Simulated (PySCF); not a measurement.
## Basis-set dependence of population analyses: 2-methylpropanoate

Species: 2-methylpropanoate, C₄H₇O₂ (charge -1).
Geometry (PBE0-D3(BJ)/def2-SVP, Å), atoms numbered from 1 in this order:
```xyz
13
C4H7O2 angstrom
C     -0.7034   -1.2190    0.1917
C     -0.0008    0.0022   -0.3782
C      1.3781    0.2301    0.2202
C     -0.8953    1.3024   -0.2790
O     -2.1226    1.1056   -0.1882
O     -0.2722    2.3806   -0.3406
H     -0.1725   -2.1634   -0.0346
H     -1.7277   -1.2590   -0.2040
H     -0.7897   -1.1381    1.2897
H      0.1276   -0.1562   -1.4686
H      2.0881   -0.5879   -0.0064
H      1.7694    1.1853   -0.1572
H      1.3124    0.3185    1.3197
```

PBE0 throughout (PySCF), one geometry, spherical d and f functions. The structure is a single PBE0-D3(BJ)/def2-SVP conformer in the gas phase; no vibrational or solvent corrections. The geometry's basis has no diffuse functions. Atoms taken as equivalent share a column and are averaged.

Mulliken charges (e):

```tsv
basis	functions	C1/C3	C2	C4	O5/O6	H7 (×6)	H10
STO-3G	37	-0.228	-0.096	+0.113	-0.437	+0.049	+0.022
6-31G	68	-0.461	-0.232	+0.470	-0.607	+0.129	+0.125
pcSseg-0	68	-0.543	-0.601	+0.696	-0.666	+0.185	+0.214
6-31G*	98	-0.497	-0.219	+0.535	-0.623	+0.134	+0.118
def2-SVP	119	-0.011	-0.250	+0.158	-0.435	-0.003	0.000
cc-pVDZ	119	-0.022	-0.233	+0.151	-0.436	0.000	-0.005
pcSseg-1	137	-0.220	-0.436	+0.463	-0.578	+0.079	+0.093
aug-cc-pVDZ	201	+0.660	-0.524	+0.730	-0.766	-0.132	-0.199
6-311+G(2d,p)	204	-0.618	+0.377	+0.342	-0.651	+0.125	+0.064
def2-TZVP	228	-0.354	-0.028	+0.219	-0.512	+0.086	+0.028
cc-pVTZ	278	-0.290	-0.089	+0.230	-0.486	+0.062	+0.041
IGLO-III	280	-0.389	-0.045	+0.407	-0.602	+0.093	+0.065
pcSseg-2	314	-0.087	-0.018	+0.374	-0.591	+0.004	-0.023
```

IAO charges (e):

| basis | functions | C1/C3 | C2 | C4 | O5/O6 | H7 (×6) | H10 |
| --- | --- | --- | --- | --- | --- | --- | --- |
| STO-3G | 37 | -0.389 | -0.203 | +0.163 | -0.464 | +0.109 | +0.091 |
| 6-31G | 68 | -0.424 | -0.167 | +0.434 | -0.638 | +0.124 | +0.113 |
| pcSseg-0 | 68 | -0.411 | -0.193 | +0.423 | -0.625 | +0.121 | +0.118 |
| 6-31G* | 98 | -0.401 | -0.166 | +0.495 | -0.661 | +0.115 | +0.104 |
| def2-SVP | 119 | -0.391 | -0.166 | +0.484 | -0.656 | +0.112 | +0.104 |
| cc-pVDZ | 119 | -0.401 | -0.166 | +0.488 | -0.655 | +0.114 | +0.105 |
| pcSseg-1 | 137 | -0.402 | -0.171 | +0.498 | -0.666 | +0.117 | +0.110 |
| aug-cc-pVDZ | 201 | -0.415 | -0.171 | +0.510 | -0.679 | +0.122 | +0.116 |
| 6-311+G(2d,p) | 204 | -0.416 | -0.172 | +0.512 | -0.680 | +0.123 | +0.117 |
| def2-TZVP | 228 | -0.416 | -0.173 | +0.514 | -0.678 | +0.122 | +0.115 |
| cc-pVTZ | 278 | -0.416 | -0.173 | +0.511 | -0.674 | +0.121 | +0.114 |
| IGLO-III | 280 | -0.417 | -0.173 | +0.513 | -0.680 | +0.123 | +0.117 |
| pcSseg-2 | 314 | -0.417 | -0.174 | +0.515 | -0.680 | +0.122 | +0.116 |

Hirshfeld charges (e):

```json
{"basis": "STO-3G", "functions": "37", "C1/C3": "-0.057", "C2": "-0.045", "C4": "+0.042", "O5/O6": "-0.415", "H7 (×6)": "-0.005", "H10": "-0.023"}
{"basis": "6-31G", "functions": "68", "C1/C3": "-0.123", "C2": "-0.037", "C4": "+0.107", "O5/O6": "-0.447", "H7 (×6)": "+0.010", "H10": "+0.008"}
{"basis": "pcSseg-0", "functions": "68", "C1/C3": "-0.130", "C2": "-0.040", "C4": "+0.103", "O5/O6": "-0.428", "H7 (×6)": "+0.009", "H10": "+0.002"}
{"basis": "6-31G*", "functions": "98", "C1/C3": "-0.124", "C2": "-0.039", "C4": "+0.105", "O5/O6": "-0.443", "H7 (×6)": "+0.010", "H10": "+0.009"}
{"basis": "def2-SVP", "functions": "119", "C1/C3": "-0.138", "C2": "-0.050", "C4": "+0.105", "O5/O6": "-0.428", "H7 (×6)": "+0.011", "H10": "+0.010"}
{"basis": "cc-pVDZ", "functions": "119", "C1/C3": "-0.136", "C2": "-0.051", "C4": "+0.097", "O5/O6": "-0.421", "H7 (×6)": "+0.010", "H10": "+0.009"}
{"basis": "pcSseg-1", "functions": "137", "C1/C3": "-0.142", "C2": "-0.054", "C4": "+0.107", "O5/O6": "-0.429", "H7 (×6)": "+0.012", "H10": "+0.013"}
{"basis": "aug-cc-pVDZ", "functions": "201", "C1/C3": "-0.150", "C2": "-0.064", "C4": "+0.097", "O5/O6": "-0.424", "H7 (×6)": "+0.016", "H10": "+0.020"}
{"basis": "6-311+G(2d,p)", "functions": "204", "C1/C3": "-0.143", "C2": "-0.063", "C4": "+0.091", "O5/O6": "-0.427", "H7 (×6)": "+0.015", "H10": "+0.020"}
{"basis": "def2-TZVP", "functions": "228", "C1/C3": "-0.145", "C2": "-0.059", "C4": "+0.098", "O5/O6": "-0.428", "H7 (×6)": "+0.015", "H10": "+0.018"}
{"basis": "cc-pVTZ", "functions": "278", "C1/C3": "-0.145", "C2": "-0.057", "C4": "+0.101", "O5/O6": "-0.425", "H7 (×6)": "+0.013", "H10": "+0.016"}
{"basis": "IGLO-III", "functions": "280", "C1/C3": "-0.149", "C2": "-0.062", "C4": "+0.096", "O5/O6": "-0.425", "H7 (×6)": "+0.016", "H10": "+0.020"}
{"basis": "pcSseg-2", "functions": "314", "C1/C3": "-0.150", "C2": "-0.060", "C4": "+0.100", "O5/O6": "-0.427", "H7 (×6)": "+0.016", "H10": "+0.019"}
```

ESP-fitted charges (e):

```csv
basis,functions,C1/C3,C2,C4,O5/O6,H7 (×6),H10
STO-3G,37,-0.424,+0.185,+0.383,-0.583,+0.082,-0.045
6-31G,68,-0.420,+0.302,+0.720,-0.776,+0.072,-0.060
pcSseg-0,68,-0.526,+0.337,+0.720,-0.761,+0.096,-0.060
6-31G*,98,-0.471,+0.426,+0.529,-0.694,+0.076,-0.082
def2-SVP,119,-0.405,+0.420,+0.538,-0.697,+0.056,-0.091
cc-pVDZ,119,-0.420,+0.442,+0.489,-0.673,+0.058,-0.093
pcSseg-1,137,-0.465,+0.487,+0.582,-0.729,+0.070,-0.102
aug-cc-pVDZ,201,-0.538,+0.677,+0.607,-0.767,+0.079,-0.148
"6-311+G(2d,p)",204,-0.570,+0.703,+0.566,-0.756,+0.088,-0.147
def2-TZVP,228,-0.539,+0.636,+0.539,-0.729,+0.082,-0.131
cc-pVTZ,278,-0.516,+0.593,+0.516,-0.708,+0.077,-0.121
IGLO-III,280,-0.531,+0.669,+0.552,-0.743,+0.078,-0.141
pcSseg-2,314,-0.534,+0.639,+0.591,-0.756,+0.081,-0.134
```

Some averages cover members that differ in this geometry, most widely: H7 (×6), Mulliken in 6-31G +0.086 to +0.176; H7 (×6), Mulliken in 6-31G* +0.095 to +0.179; H7 (×6), Mulliken in 6-311+G(2d,p) +0.092 to +0.172; H7 (×6), Mulliken in def2-TZVP +0.054 to +0.130 e.

Which scheme is steadiest as the basis changes?

Largest range over the bases for any column: Hirshfeld 0.09 e, IAO 0.35 e, ESP-fitted 0.52 e, Mulliken 1.28 e. Hirshfeld charges move least and Mulliken charges most, counted in e. Without the minimal STO-3G basis the ranges are Hirshfeld 0.03, IAO 0.09, ESP-fitted 0.40, Mulliken 1.28 e.

How much do the charges still move between the two largest bases, IGLO-III and pcSseg-2?

At most, over all atoms: Mulliken 0.302 e, IAO 0.002 e, Hirshfeld 0.004 e, ESP-fitted 0.038 e.

What do the same runs give for the total energy and the frontier levels?

```json
{"basis": "STO-3G", "energy (Eh)": "-302.6702", "HOMO (eV)": "5.49", "LUMO (eV)": "13.49"}
{"basis": "6-31G", "energy (Eh)": "-306.6907", "HOMO (eV)": "-0.63", "LUMO (eV)": "6.81"}
{"basis": "pcSseg-0", "energy (Eh)": "-306.0715", "HOMO (eV)": "-0.65", "LUMO (eV)": "6.21"}
{"basis": "6-31G*", "energy (Eh)": "-306.7793", "HOMO (eV)": "-0.49", "LUMO (eV)": "6.94"}
{"basis": "def2-SVP", "energy (Eh)": "-306.5653", "HOMO (eV)": "-0.72", "LUMO (eV)": "5.81"}
{"basis": "cc-pVDZ", "energy (Eh)": "-306.8066", "HOMO (eV)": "-0.60", "LUMO (eV)": "5.96"}
{"basis": "pcSseg-1", "energy (Eh)": "-306.7689", "HOMO (eV)": "-1.05", "LUMO (eV)": "5.38"}
{"basis": "aug-cc-pVDZ", "energy (Eh)": "-306.8460", "HOMO (eV)": "-1.43", "LUMO (eV)": "2.78"}
{"basis": "6-311+G(2d,p)", "energy (Eh)": "-306.8982", "HOMO (eV)": "-1.44", "LUMO (eV)": "3.58"}
{"basis": "def2-TZVP", "energy (Eh)": "-306.9199", "HOMO (eV)": "-1.27", "LUMO (eV)": "4.98"}
{"basis": "cc-pVTZ", "energy (Eh)": "-306.9064", "HOMO (eV)": "-1.13", "LUMO (eV)": "5.05"}
{"basis": "IGLO-III", "energy (Eh)": "-306.9292", "HOMO (eV)": "-1.39", "LUMO (eV)": "4.36"}
{"basis": "pcSseg-2", "energy (Eh)": "-306.9223", "HOMO (eV)": "-1.39", "LUMO (eV)": "4.14"}
```

Where the HOMO energy of this anion is positive, the outermost electrons may be held by the finite basis alone.
